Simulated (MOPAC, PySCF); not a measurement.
Breaking a bond: BeH, doublet.

- UKS-M06-2X = unrestricted M06-2X/cc-pVTZ run with PySCF
- UCCSD(T) = CCSD(T) on UHF/cc-pVTZ run with PySCF 2.14.0
- PM6, unrestricted, heats of formation (MOPAC)

Energies are in mEh, each relative to the lowest point of its own curve near equilibrium.

```
R / Å  UKS-M06-2X  UCCSD(T)   PM6
-----  ----------  --------  ----
1.09         25.0      23.7  31.2
1.15         13.2      12.4  15.9
1.22          4.8       4.4   5.1
1.29          0.8       0.6   0.4
1.33          0.0       0.0   0.0
1.36          0.0       0.1   0.6
1.38          0.3       0.4   1.4
1.43          1.7       1.9   4.5
1.51          5.7       5.9  12.4
1.57          9.7      10.0  20.0
1.67         17.8      17.9  34.6
1.85         34.2      33.7  59.8
2.05         52.0      50.4  77.3
2.23         65.5      62.5  85.5
2.45         76.3      72.0  90.3
2.73         82.7      77.3  92.6
2.98         84.7      78.7  93.4
3.30         85.5      79.2  94.4
3.69         85.6      79.2  94.3
4.11         85.4      79.2  94.3
4.72         85.0      79.2  94.4
```

At the longest distance, 4.72 Å, PM6 lies highest above its minimum (94.4 mEh) and UCCSD(T) lowest (79.2 mEh).

The scan ran from 1.09 to 5.41 Å; beyond the distances shown one of the unrestricted levels run for this scan, shown here or not, changes its spin distribution in one step. The unrestricted determinant behind UCCSD(T) is spin-contaminated at 2.05 to 4.72 Å (<S²> up to 1.0, against 0.75 for a pure doublet).
